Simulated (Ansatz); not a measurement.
An input meant for Si(NH2)2 (SiN2H4) (charge 0, singlet).

```yaml
crystal:
  periodic: [false, false, false]
  atoms:
    - {symbol: Si, position_ang: [0.009167, 0.858364, -0.742034]}
    - {symbol: N, position_ang: [1.316214, 0.002463, -0.031930]}
    - {symbol: H, position_ang: [2.265684, 0.243882, -0.262512]}
    - {symbol: H, position_ang: [1.270740, -0.759768, 0.628016]}
    - {symbol: N, position_ang: [-1.315675, 0.048095, -0.011655]}
    - {symbol: H, position_ang: [-2.259641, 0.322526, -0.227435]}
    - {symbol: H, position_ang: [-1.286489, -0.715573, 0.647552]}
basis:
  gaussian: {orbitals: def2-SVPD}
total_charge: -1
magnetization: {spin_polarized: true, initial_magnetization: 1}
hamiltonian: {xc: {name: RPBE}}
```

```sh
$ ansatz run in.yaml --threads 4 --pin off --events-out ev --progress --plain --max-ram 3916MiB
```

It prints (some lines left out):

```
Functional definition: RPBE
834 factors; their error is unknown
mean field evaluation 1: about -10913.0207 eV, gradient 3.0e1 eV
mean field evaluation 2: about -10897.1774 eV, gradient 6.3e1 eV
mean field evaluation 4: about -10915.7861 eV, gradient 1.1e1 eV
mean field evaluation 8: about -10916.6901 eV, gradient 4.9e0 eV
mean field evaluation 16: about -10916.9211 eV, gradient 1.4e-1 eV
mean field evaluation 32: about -10916.6556 eV, gradient 4.8e0 eV
mean field evaluation 64: about -10916.8853 eV, gradient 1.7e-2 eV
mean field -10916.92135041 eV, -401.1894598725 hartree, gradient 4.8e-6 eV, S^2 0.755366; 7 other end points of the search recorded, 0 dependent functions left out
reference -10916.92139034 eV, -401.1894613399 hartree; 17, 16 occupied and 79, 80 virtual orbitals, 834 factors
Total energy: -10916.92139034 eV, -401.1894613399 hartree
```

In this input the charge is far from what the species holds (-1 typed, 0 meant). Self-consistency was reached. The result belongs to that input, not to the species as meant.
